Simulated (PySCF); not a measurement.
**Level of theory and adiabatic energies of losing or gaining an electron: acetylene**

Structure: `C#C` (C2H2).

All levels share the PBE0-D3(BJ)/def2-SVP structures and the PBE0-D3(BJ)/def2-SVP thermal terms; only the single-point energies (PySCF) change. Values are adiabatic energies of losing or gaining an electron (0 K, eV).

| level | ionisation energy to the radical cation | abs. error |
| --- | --- | --- |
| BHandHLYP/def2-TZVPD | 10.96 | 0.43 |
| ωB97X-D3(BJ)/ma-def2-TZVP | 11.23 | 0.17 |
| ATcT 1.112 | 11.40 |  |

At BHandHLYP/def2-TZVPD a relaxed species lies above the same state at the other structure, so the structures fit that level poorly.

The spread: 0.27 eV, from 10.96 to 11.23.

---

**Level of theory and adiabatic energies of losing or gaining an electron: cyclopropylamine**

Structure: `NC1CC1` (C3H7N).

All levels share the PBE0-D3(BJ)/def2-SVP structures and the PBE0-D3(BJ)/def2-SVP thermal terms; only the single-point energies (PySCF) change. Values are adiabatic energies of losing or gaining an electron (0 K, eV).

adiabatic ionisation energy: the gap is larger than usual, and may come from another state, site, conformer or species, from an onset or band maximum that doesn't mark the energy named, from the functional or basis, or from an outlying measurement.

Measured (NIST Chemistry WebBook): adiabatic ionisation energy 8.80 eV.

| level | ionisation energy to the radical cation |
| --- | --- |
| BHandHLYP/6-311+G** | 7.80 |
| ωB97X-D3(BJ)/ma-def2-TZVP | 8.01 |

The spread: 0.21 eV, from 7.80 to 8.01.

---

**Level of theory and adiabatic energies of losing or gaining an electron: cyclopropyl methyl ketone**

Structure: `CC(=O)C1CC1` (C5H8O).

All levels share the PBE0-D3(BJ)/def2-SVP structures and the PBE0-D3(BJ)/def2-SVP thermal terms; only the single-point energies (PySCF) change. Values are adiabatic energies of losing or gaining an electron (0 K, eV).

```
                    level  ionisation energy to the radical cation
ωB97X-D3(BJ)/ma-def2-TZVP                                     9.34
   ωB97X-D3(BJ)/def2-SVPD                                     9.43
```

The spread: 0.10 eV, from 9.34 to 9.43.

Differences come from unrounded values, so a last digit can differ from that of the printed terms.
